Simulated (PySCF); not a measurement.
Gas-phase reaction: 3 H₂CSiH₂ + CH₃ ⇌ 2 vinylsilane + SiH₃

Computed with PySCF (xtb for GFN2) and rigid-rotor harmonic-oscillator thermochemistry at 1 bar. † marks an energy on the PBE0/def2-TZVP geometry and frequencies; other levels use their own. MP2 and CCSD(T) freeze the core. 6-31G* has spherical d functions here. Open shells (unrestricted): CH₃ (multiplicity 2), SiH₃ (multiplicity 2); the rest are closed-shell singlets. GFN2 has no spin-polarisation term. B3LYP is the form with VWN-RPA correlation. H₂CSiH₂: computed as isolated molecules; such fragments, hydroxides, amides, oligomers or adducts are transient or little studied in the gas. MP2 isn't extrapolated to the basis-set limit; its ΔH°(298 K) is -369.1 kJ in def2-SVP and -349.6 kJ in def2-TZVPP. CCSD(T) isn't extrapolated to the basis-set limit; its ΔH°(298 K) is -356.8 kJ in def2-SVP and -341.1 kJ in def2-TZVPP. The harmonic model lacks anharmonicity and excited electronic states, which grow with temperature; levels with a mode under 35 cm⁻¹ are left out. Internal rotation in vinylsilane is treated as a harmonic vibration of one conformer, which makes the entropy rough.

| level | ΔE electronic, kJ | ΔH°(298 K), kJ | ΔS°(298 K), J/K | ΔG°(2000 K), kJ |
|---|---|---|---|---|
| B3LYP/6-31G* | -362 | -355 | -144 | -67 |
| BLYP/def2-TZVP† | -315 | -308 | -140 | -29 |
| CCSD(T)/def2-TZVPP† | -348 | -341 | -140 | -62 |
| GFN2-xTB | -425 | -416 | -141 | -137 |
| HF/6-31G* | -421 | -411 | -144 | -118 |
| HF/def2-TZVP† | -399 | -392 | -140 | -113 |
| MP2/def2-TZVPP† | -356 | -350 | -140 | -71 |
| PBE0/def2-QZVP† | -353 | -347 | -140 | -68 |
| r2SCAN/def2-TZVP† | -340 | -333 | -140 | -54 |
ΔH° is lowest at GFN2-xTB and highest at BLYP/def2-TZVP†. No reference value is set beside these.
